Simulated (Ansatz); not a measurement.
# C₄H₈S₂: ionisation energy by level of theory

One table from this session's results is given with a row withheld; the runs are named, their logs left out.

Computed with Ansatz 0.2.0, Gaussian basis. Level: unrestricted cation, the program's frozen cores in correlated methods.

Levels to be run: UKS PBE-D4/def2-TZVPP; UKS r2SCAN-D4/def2-TZVPP; UKS PBE0-D4/def2-TZVPP; UKS B3LYP-D4/def2-TZVPP; UKS wB97X-V/def2-TZVPP; UKS wB97M-V/def2-TZVPP; UKS B2PLYP/def2-TZVPP; UHF-CCSD(T)/def2-TZVPP; UHF-MP2/def2-QZVPP; extrapolation to the limit; then −ε(HOMO) from the neutral's earlier runs with LDA (SPW92), PBE-D4, revPBE-D4, BLYP-D4, r2SCAN-D4, B97M-V, PBE0-D4, B3LYP-D4, r2SCANh-D4, r2SCAN0-D4, HSE06-D4, BHLYP-D4, CAM-B3LYP-D4, LC-ωPBE, ωB97X-V, ωB97M-V.

## The relaxed structure

An earlier PBE0-D4 in a triple-zeta def2 set relaxation fixed the geometry.

SMILES `C1CSCSC1`, 14 atoms, charge 0, spin multiplicity 1.

Atoms are counted from 1 here; the program's logs count them from 0.

Bond lengths: C1–C2 1.526 Å, C1–C6 1.526 Å, C1–H7 1.095 Å, C1–H8 1.095 Å, C2–S3 1.804 Å, C2–H9 1.091 Å, C2–H10 1.091 Å, S3–C4 1.813 Å, C4–S5 1.813 Å, C4–H11 1.092 Å, C4–H12 1.092 Å, S5–C6 1.804 Å, C6–H13 1.091 Å, C6–H14 1.091 Å. Angles: C2–C1–C6 113.1°, C2–C1–H7 108.4°, C2–C1–H8 109.7°, C6–C1–H7 109.7°, C6–C1–H8 108.4°, H7–C1–H8 107.3°, C1–C2–S3 112.3°, C1–C2–H9 111.3°, C1–C2–H10 111.2°, S3–C2–H9 106.0°, S3–C2–H10 108.3°, H9–C2–H10 107.5°, C2–S3–C4 99.3°, S3–C4–S5 115.0°, S3–C4–H11 106.0°, S3–C4–H12 110.6°, S5–C4–H11 110.6°, S5–C4–H12 106.0° and more.

Geometry (Å):

```mol
C4H8S2
  3D, bonds by distance, orders not assigned

 14 14  0  0  0  0  0  0  0  0999 V2000
    0.2007    1.3004    0.3323 C   0  0
   -0.5738    0.8596   -0.9060 C   0  0
    0.1623   -0.5859   -1.6958 S   0  0
   -0.2841   -1.8470   -0.4724 C   0  0
   -0.4460   -1.2400    1.2277 S   0  0
    0.7253    0.1307    1.1595 C   0  0
   -0.4573    1.9227    0.9476 H   0  0
    1.0516    1.9216    0.0345 H   0  0
   -0.5862    1.6436   -1.6647 H   0  0
   -1.6107    0.6258   -0.6602 H   0  0
    0.4909   -2.6132   -0.5342 H   0  0
   -1.2448   -2.3009   -0.7223 H   0  0
    0.9035    0.4265    2.1946 H   0  0
    1.6687   -0.2438    0.7593 H   0  0
  1  2  8  0
  2  3  8  0
  3  4  8  0
  4  5  8  0
  5  6  8  0
  1  7  8  0
  1  8  8  0
  2  9  8  0
  2 10  8  0
  4 11  8  0
  4 12  8  0
  6 13  8  0
  6 14  8  0
  1  6  8  0
M  END
```

The first run:

in.yaml reads:

```yaml
crystal:
  periodic: [false, false, false]
  atoms:
    - {symbol: C, position_ang: [0.200687, 1.300405, 0.332342]}
    - {symbol: C, position_ang: [-0.573809, 0.859598, -0.905953]}
    - {symbol: S, position_ang: [0.162273, -0.585916, -1.695795]}
    - {symbol: C, position_ang: [-0.284101, -1.846998, -0.472449]}
    - {symbol: S, position_ang: [-0.445972, -1.239972, 1.227711]}
    - {symbol: C, position_ang: [0.725316, 0.130654, 1.159513]}
    - {symbol: H, position_ang: [-0.457295, 1.922673, 0.947562]}
    - {symbol: H, position_ang: [1.051602, 1.921616, 0.034545]}
    - {symbol: H, position_ang: [-0.586177, 1.643646, -1.664713]}
    - {symbol: H, position_ang: [-1.610726, 0.625766, -0.660175]}
    - {symbol: H, position_ang: [0.490859, -2.613169, -0.534164]}
    - {symbol: H, position_ang: [-1.244795, -2.300916, -0.722259]}
    - {symbol: H, position_ang: [0.903485, 0.426457, 2.194566]}
    - {symbol: H, position_ang: [1.668651, -0.243823, 0.759268]}
basis:
  gaussian: {orbitals: def2-TZVPP}
total_charge: 1
magnetization: {spin_polarized: true, initial_magnetization: 1}
hamiltonian: {xc: pbe, dispersion: d4}
```

Command:

```bash
ansatz run in.yaml --threads 2 --pin off --events-out ev --progress --plain --max-ram 22528MiB --backend cuda --devices 0, --max-vram 18GiB
```

Steps of the session up to this table: Cation, UKS PBE-D4/def2-TZVPP; Cation, UKS r2SCAN-D4/def2-TZVPP; Cation, UKS PBE0-D4/def2-TZVPP; Cation, UKS B3LYP-D4/def2-TZVPP; Cation, UKS wB97X-V/def2-TZVPP; Cation, UKS wB97M-V/def2-TZVPP; Cation, UKS B2PLYP (frozen core)/def2-TZVPP; Cation, UHF-CCSD(T)/def2-TZVPP; Cation, UHF-MP2/def2-QZVPP.

One of the session's tables, all rows but one given; the rest of the session is left out.

For comparison, −ε(HOMO) of the neutral from earlier runs:

```
  functional  −ε(HOMO) (eV)
 LDA (SPW92)           5.08
      PBE-D4           4.98
   revPBE-D4           4.93
     BLYP-D4           4.84
   r2SCAN-D4           5.20
      B97M-V              ?
     PBE0-D4           6.18
    B3LYP-D4           5.96
  r2SCANh-D4           5.64
  r2SCAN0-D4           6.32
    HSE06-D4           5.78
    BHLYP-D4           7.26
CAM-B3LYP-D4           7.51
     LC-ωPBE           8.87
     ωB97X-V           8.53
     ωB97M-V           8.37
```

Q: Estimate the row for B97M-V from the others.

The run gave: −ε(HOMO) (eV): 5.31. In the column «−ε(HOMO) (eV)» it lies between r2SCAN-D4 (5.20) and r2SCANh-D4 (5.64).
